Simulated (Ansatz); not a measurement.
# Where CCSD(T) holds and where it slips

Each species is computed at the geometry given (Å), with frozen cores, in Ansatz 0.2.0: RHF-CCSD(T) for singlets, UHF-CCSD(T) otherwise, and full CI in the same basis. The program picks the determinant by trial CCSD, so it needn't be the lowest Hartree–Fock solution. States: AlH3 A1, C2H Σ⁺ or Δ, SiH⁺ Π. Cases whose determinant has another symmetry than full CI's state, or whose (Q) step broke down, weren't drawn.

**Question.** Judging by size, spin and bonding and the diagnostics given, rank them by the size of CCSD(T)'s error in total energy against full CI in the same basis, smallest first (an estimate).
A. AlH₃, singlet, cc-pVDZ: Al 0.000 0.000 0.000; H 1.586 0.015 0.000; H -0.806 1.366 -0.003; H -0.780 -1.381 0.003. T1 0.009, (T) -30 meV in a correlation energy of -2.78 eV
B. C2H, doublet, 6-31G: C 0.000 0.000 0.040; C 0.000 0.000 -1.023; H 0.000 0.000 0.983. T1 0.030, (T) -101 meV in a correlation energy of -4.29 eV
C. SiH⁺, triplet, cc-pVQZ: Si 0.000 0.000 0.000; H 0.000 0.000 1.547. T1 0.028, (T) -55 meV in a correlation energy of -1.93 eV

**Answer.** A (11.3 meV), C (16.5 meV), B (29.8 meV).

| species | basis | correlated electrons | CCSD(T) − full CI (meV) | CCSDT(Q) − full CI (meV) | unpaired electrons (full CI) | T1 | ⟨S²⟩ of the determinant |
| --- | --- | --- | --- | --- | --- | --- | --- |
| AlH3, singlet | cc-pVDZ | 6 | 11.3 | 0.2 | 0.03 | 0.009 | 0.00 |
| SiH⁺, triplet | cc-pVQZ | 4 | 16.5 | -1.6 | 2.03 | 0.028 | 2.02 |
| C2H, doublet | 6-31G | 9 | 29.8 | 2.0 | 1.07 | 0.030 | 0.87 |

Unpaired electrons are Σ n²(2−n)² over natural occupations; an open shell counts its own unpaired electrons too. Frozen cores follow each run's orbitals, which moves totals by a few meV.
